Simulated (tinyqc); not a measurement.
Worked calculation: UKS/exchange-only LDA in the sto-6g basis, for LiH, spin multiplicity 3. One step of it, computed by the program tinyqc.

Problem. Iteration 2: DIIS coefficients. Solve [B -1; -1 0][c; lambda] = [0; -1] for the coefficients, which sum to one.

B (overlaps of the stored error matrices):
```
                1               2
1   1.1000187e-01  -8.9387319e-03
2  -8.9387319e-03   2.7870915e-03
```

Give: DIIS coefficients.

Solution.

DIIS coefficients: 0.0897  0.9103
